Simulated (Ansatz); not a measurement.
```yaml
crystal:
  periodic: [false, false, false]
  atoms:
    - {symbol: Be, position_ang: [0.000000, 0.000000, 0.000000]}
    - {symbol: Na, position_ang: [0.000000, 0.000000, 2.418000]}
basis:
  gaussian: {orbitals: def2-TZVP}
magnetization: {spin_polarized: true, initial_magnetization: 3}
hamiltonian: {xc: pbe0}
relax: {f_tol: 0.004, max_steps: 80}
```

```sh
$ ansatz run in.yaml --threads 1 --pin off --events-out ev --progress --plain --max-ram 2176MiB
```

Steps of the relaxation (energy above the last step; positions in Å, forces in eV/Å):

```
2
step 1, 206.0 meV
Be    0.000    0.000    0.000    0.000    0.000   -1.067
Na    0.000    0.000    2.418    0.000    0.000    1.067
```

```
2
step 2, 15.4 meV
Be    0.000    0.000   -0.164    0.000    0.000   -0.212
Na    0.000    0.000    2.582    0.000    0.000    0.212
```

```
2
step 3, 24.3 meV
Be    0.000    0.000   -0.364    0.000    0.000    0.175
Na    0.000    0.000    2.782    0.000    0.000   -0.175
```

```
2
step 6, 0.0 meV
Be    0.000    0.000   -0.243    0.000    0.000    0.001
Na    0.000    0.000    2.661    0.000    0.000   -0.001
```

Close pairs at the end: Be1–Na2 2.904 Å.

A stationary point of unrestricted PBE0 after 6 steps, with ⟨S²⟩ = 3.750 against 3.75 for a pure state. 13 s on 1 thread of Intel Xeon Platinum 8488C, shared host.
